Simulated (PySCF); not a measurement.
## Frontier orbitals and the lowest excitations

Species: prismane, C₆H₆.
Z-matrix (Å and degrees, GFN2-xTB geometry), rows numbered from 1:
```
C 
C   1  1.5050
C   1  1.5049  2   60.01
C   3  1.5403  1   90.00  2    89.99
C   4  1.5051  3   89.99  1     0.01
C   4  1.5048  3   90.01  1   -59.99
H   1  1.0745  2  130.42  3  -119.45
H   2  1.0746  1  130.41  3   119.39
H   3  1.0746  1  130.36  2  -119.44
H   4  1.0745  3  131.55  1   149.97
H   5  1.0746  1  131.56  2   149.98
H   6  1.0744  2  131.56  1  -150.02
```

Method: TDDFT CAM-B3LYP/def2-SVPD, vertical, gas phase, core orbitals frozen in the response (PySCF 2.14.0, density-fitted response routines).

Frontier orbitals with the atoms that hold most of them (Löwdin shares over 4%, at most four atoms; ? is withheld):

```tsv
orbital	ε (eV)	atoms
LUMO+2	2.11	C3 12%, C4 12%, C2 12%, C6 12%
LUMO+1	2.00	C3 8%, C6 8%, C1 8%, C4 8%
LUMO	1.74	?
HOMO	-7.98	C4 20%, C3 20%, C5 18%, C1 18%
HOMO-1	-7.98	C2 22%, C6 22%, C1 12%, C5 12%
HOMO-2	-9.75	C5 19%, C1 19%, C4 16%, C3 16%
HOMO-3	-9.75	C2 20%, C6 20%, C3 14%, C4 14%
```

**Question.** Which atoms hold the LUMO, and with what shares?

**Answer.** C5 (bonded to 3 C and H) 9%; C1 (bonded to 3 C and H) 9%; C3 (bonded to 3 C and H) 9%; C4 (bonded to 3 C and H) 9%.

Within 0.005 eV of a neighbour in this list lie HOMO-3/HOMO-2 and HOMO-1/HOMO (point group found: D3h); within a degenerate set the shares of single atoms can hang on how the components are chosen.

**Question.** The HOMO–LUMO gap is 9.72 eV. Where does the response calculation put the lowest singlet, and from which orbitals?

**Answer.** S1 is at 6.77 eV (f = 0.0001), 2.95 eV below the gap, made of HOMO-1/HOMO→LUMO+1 (86%), HOMO-1/HOMO→LUMO+7 (12%). S1/S2 lie within about 0.01 eV of each other. Its leading pair isn't HOMO and LUMO; the energies of that pair differ by 9.98 eV. Without the coupling terms of the response equations the lowest excitation would equal the gap.

Next come S2 at 6.77 eV (f 0.0001), HOMO-1/HOMO→LUMO+1 (86%), HOMO-1/HOMO→LUMO+7 (12%); S3 at 6.80 eV (f 0.0000), HOMO-1/HOMO→LUMO (≥86%); S4 at 6.80 eV (f 0.0000), HOMO-1/HOMO→LUMO (≥86%); S5 at 7.06 eV (f 0.0000), HOMO-1/HOMO→LUMO+2 (≥48%), HOMO-1/HOMO→LUMO+3 (≥32%).

Orbitals of the list HOMO-3 to LUMO+2 that lie within 0.01 eV of each other are written together with a slash and their weights summed (≥ marks a lower bound); for degenerate orbitals outside that list single weights are arbitrary.
